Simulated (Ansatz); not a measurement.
Two shapes of singlet C₃H₆.

Shape 1:

```xyz
9

C     0.8718    0.0000   -0.0001
C    -0.4358    0.7549    0.0001
C    -0.4360   -0.7549   -0.0001
H     1.5125    0.0001    0.8819
H     1.5125    0.0000   -0.8818
H    -0.7562    1.3099   -0.8818
H    -0.7561    1.3099    0.8818
H    -0.7563   -1.3099    0.8818
H    -0.7563   -1.3099   -0.8818
```

Shape 2:

```xyz
9

C     0.8500   -0.0240    0.0380
C    -0.4837    0.7410   -0.0041
C    -0.4266   -0.7362   -0.0454
H     1.4780   -0.0283    0.8593
H     1.4914    0.0411   -0.9010
H    -0.7926    1.2765   -0.8901
H    -0.7076    1.2994    0.8768
H    -0.7230   -1.3370    0.8562
H    -0.7259   -1.2768   -0.9038
```

Basis set: cc-pVDZ (spherical functions). Frozen core: 3 orbitals. Charge 0, multiplicity 1.

Computed with Ansatz (development build ahead of 0.2.0); each method stands on the lowest determinant of its kind that the runs found.

Problem. Which shape is lower in energy, and by how much in each method?

Solution.

```
 method  E(2) − E(1) (eV)
    RHF             0.228
RHF-MP2             0.254
```

Shape 1 is lower.
